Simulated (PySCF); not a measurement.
# A diatomic session: NaP

Aim: find the lowest electronic state of NaP, scan its bond at several levels of theory, and get bond length, wavenumber and dissociation energy from each curve.

Method: Na x2c-TZVPPall, P x2c-TZVPPall, spin-free X2C with a Gaussian nucleus; program: PySCF 2.14.0.

### 1 Set-up

Settings of the job:

```yaml
atoms: Na, P
charge: 0
basis: Na x2c-TZVPPall, P x2c-TZVPPall
Hamiltonian: spin-free X2C with a Gaussian nucleus
basis_functions: 74
electrons_treated: 26
masses_in_u: 22.9898, 30.9738
levels: PBE0, PBE, r²SCAN, BP86, MN15, revPBE, r²SCANh, CAM-B3LYP, HF, MP2, SCS-MP2, CCSD, CCSD(T)
grid: 80 radial by 434 angular points
occupations: held fixed by the projection of orbital angular momentum
dissociation_limit: Na + P, each in its ground configuration
starting_distance_in_angstrom: 2.640
values_of_2S_to_try: 0, 2, 4
```

The run is started by

```console
$ OMP_NUM_THREADS=1 python dia.py task.json out
```

The runs that follow: PBE0 along the bond; Higher solutions at PBE0; PBE (GGA); r²SCAN (meta-GGA); BP86 (GGA); MN15 (hybrid meta-GGA); revPBE (GGA); r²SCANh (hybrid meta-GGA); CAM-B3LYP (range-separated hybrid); UHF; Adding correlation.

What does the calculation give? Wanted: for each run, Re; ωe; De; μ.

**Answer**, as computed:

Lowest PBE0 solution found, without spin–orbit coupling: ³Σ⁻ (triplet), unpaired electrons π ↑↑. State 2 has its PBE0 minimum 0.31 eV higher, as a spin-mixed determinant (⟨S²⟩ = 1.01), so this is no gap between pure states. State 3 has its PBE0 minimum 0.70 eV higher. State 4 has its PBE0 minimum 1.01 eV higher, as a spin-mixed determinant (⟨S²⟩ = 1.01), so this is no gap between pure states. The other levels ran on the lowest alone.

```
      level  Re (Å)  ωe (cm⁻¹)  De (eV)  μ (D)
        UHF   2.688      273.0    0.276  -8.10
   UHF-CCSD   2.656      277.0     1.06    n/a
UHF-CCSD(T)   2.657      277.0     1.12    n/a
        PBE   2.665      269.9     1.44  -6.21
     revPBE   2.690      263.4     1.36  -6.35
       BP86   2.672      268.2     1.48  -6.44
     r²SCAN   2.668      274.7     1.37  -7.04
    r²SCANh   2.662      278.5     1.34  -7.22
       PBE0   2.648      281.9     1.33  -6.99
       MN15   2.667      270.2     1.37  -6.74
  CAM-B3LYP   2.622      293.3     1.36  -7.11
```

De is counted to Na + P in their ground configurations. A positive dipole means Na(−)P(+). No constants: UHF-MP2 (fits of two degrees disagree); UHF-SCS-MP2 (fits of two degrees disagree).

**Reading.** The methods spread over 0.067 Å in bond length, from CAM-B3LYP to revPBE. Of the levels with a De here, UHF gives the least (0.276 eV) and BP86 the most (1.48 eV).

Correlated steps freeze 6 core orbitals. T1 is 0.013 near the minimum (highest on the curve 0.071), which may point to more than one leading configuration.
